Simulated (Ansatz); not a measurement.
# Platinum, fcc: convergence with Methfessel-Paxton smearing

Computed with Ansatz, PBE, scalar-relativistic PAW, on the relaxed cell (a = 3.972 Å; spin not included). Errors count from a run at 420 eV on a Γ-centred 22×22×22 mesh with Fermi-Dirac smearing of 0.1 eV, extrapolated to zero width. Fixed here: cutoff 420 eV, mesh 14×14×14. The SCF starts from atomic densities corrected by a trained network.

```json
{"width (eV)": "0.01", "E(σ→0) error (meV/atom)": "-3.2", "F error (meV/atom)": "-3.2", "P (GPa)": "-0.51", "SCF iterations": "5"}
{"width (eV)": "0.03", "E(σ→0) error (meV/atom)": "-3.3", "F error (meV/atom)": "-3.4", "P (GPa)": "-0.51", "SCF iterations": "5"}
{"width (eV)": "0.1", "E(σ→0) error (meV/atom)": "-3.7", "F error (meV/atom)": "-3.6", "P (GPa)": "-0.53", "SCF iterations": "5"}
{"width (eV)": "0.2", "E(σ→0) error (meV/atom)": "-3.2", "F error (meV/atom)": "-3.6", "P (GPa)": "-0.48", "SCF iterations": "5"}
{"width (eV)": "0.3", "E(σ→0) error (meV/atom)": "-3.2", "F error (meV/atom)": "-5.6", "P (GPa)": "-0.36", "SCF iterations": "5"}
{"width (eV)": "0.6", "E(σ→0) error (meV/atom)": "-11.1", "F error (meV/atom)": "-20.1", "P (GPa)": "-0.07", "SCF iterations": "5"}
```

**Question.** What does the run at 1.0 give (width)?

**Answer.** E(σ→0) error (meV/atom): -29.5; F error (meV/atom): -49.8; P (GPa): 0.17; SCF iterations: 5.
